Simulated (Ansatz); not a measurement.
Ansatz (a first-principles code) input (PBE/cc-pVTZ): A basis named .json is the Basis Set Exchange file of that set (core-valence sets with the plain set on hydrogen).

Ansatz 0.2 input:
```yaml
crystal:
  periodic: [false, false, false]
  atoms:
    - {symbol: O, position_ang: [0.01545466, 0.72381182, -0.07020381]}
    - {symbol: O, position_ang: [-0.01124373, -0.72607760, -0.04190313]}
    - {symbol: H, position_ang: [0.80569804, 0.89668240, 0.46138431]}
    - {symbol: H, position_ang: [-0.83938551, -0.87855617, 0.43547118]}
basis:
  gaussian:
    orbitals: cc-pVTZ
    fitting: {mean_field: def2-universal-JFIT.json}
hamiltonian:
  xc: {name: PBE}
magnetization: {spin_polarized: false}
```

Output:

```
Functional definition: PBE
integrals: 0.01 GiB planned
120 factors; integrals over basis functions are off by at most 1.0e0 eV
mean field: 0.13 GiB planned
mean field evaluation 1: about -4118.1477 eV, gradient 4.5e1 eV
mean field evaluation 2: about -4113.4120 eV, gradient 7.0e1 eV
mean field evaluation 4: about -4121.3608 eV, gradient 8.6e-1 eV
mean field evaluation 8: about -4121.3621 eV, gradient 5.4e-3 eV
mean field -4121.36209761 eV, -151.4572635278 hartree, gradient 3.4e-6 eV, S^2 0.000000; 0 other end points of the search recorded, 0 dependent functions left out
reference -4121.36211666 eV, -151.4572642275 hartree; 9, 9 occupied and 79, 79 virtual orbitals, 120 factors
Total energy: -4121.36211666 eV, -151.4572642275 hartree
```
